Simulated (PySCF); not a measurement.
# methyl acetate: adiabatic energies of losing or gaining an electron at several levels

Structure: `COC(C)=O` (C3H6O2).

All levels share the PBE0-D3(BJ)/def2-SVP structures and the PBE0-D3(BJ)/def2-SVP thermal terms; only the single-point energies (PySCF) change. Values are adiabatic energies of losing or gaining an electron (0 K, eV).

Measured (NIST Chemistry WebBook): adiabatic ionisation energy 10.25 eV.

| level | ionisation energy to the radical cation | time |
| --- | --- | --- |
| r2SCAN/ma-def2-TZVP (grid 3, guess 1e, max cycle 100, fallback True) | 9.84 | 5.1 min |
| ωB97X-D3(BJ)/ma-def2-TZVP | 10.11 | – |
| LDA/ma-def2-TZVP | 10.21 | 4.8 min |

Times are wall times for all single points of a level on 1 thread of Arm Neoverse V2, a shared host; the dash marks the run that also made the structures. LDA, r2SCAN ran on a slower path of this set-up, which computes the density-fitting integrals anew in every SCF cycle while the other levels store them. So the times needn't show the usual order of cost, and those levels read slower than they are.

The spread: 0.38 eV, from 9.84 to 10.21.

Differences come from unrounded values, so a last digit can differ from that of the printed terms.
